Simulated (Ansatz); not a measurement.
Compare A (`C=CC(=S)OC`) with its isomer B (`O=C1CCSC1`).

Gas-phase electronic energies from Ansatz, PBE0-D4/def2-TZVP geometries. CCSD(T)/CBS is the MP2 limit (def2-TZVPP, def2-QZVPP) plus CCSD(T) − MP2 in def2-TZVPP, frozen cores. DFT in def2-TZVPP. B3LYP here is the variant with VWN-RPA as its local correlation; programs differ in this. Each species was taken in one conformer, which may not be the lowest.

Question: Which is lower in electronic energy at CCSD(T)/CBS, and by how much? (An estimate is asked.)

Answer: The calculation gave: B, by 23.0 kcal/mol.

Question: Give E(B) − E(A) in kcal/mol with B3LYP, LDA (SPW92), B2PLYP, PBE-D4, PBE0-D4, CCSD(T)/def2-TZVPP, CCSD(T)/def2-SVP. (An estimate is asked.)

Answer: Ansatz gave: B3LYP -18.1, LDA (SPW92) -24.1, B2PLYP -20.0, PBE-D4 -22.2, PBE0-D4 -26.0, CCSD(T)/def2-TZVPP -22.5, CCSD(T)/def2-SVP -20.6. None reverses the order clearly.

Question: Does the order hold for the free energy at 298.15 K (harmonic terms from PBE0-D4)? (An estimate is asked.)

Answer: Computed: Yes: G(B) − G(A) = -21.8 kcal/mol, for one conformer each.

Largest T1 diagnostic: 0.016.

From r2SCAN to r2SCAN0 (25 % exact exchange), in def2-TZVPP and without D4, E(B) − E(A) moves by −3.2 kcal/mol. Leaving LDA and LC-ωPBE aside and taking each functional with its dispersion term where it has one, the values, not all of them listed here, spread over 11.8 kcal/mol, from ωB97X-V to BLYP-D4. LDA lies −2.4 kcal/mol from PBE without D4.
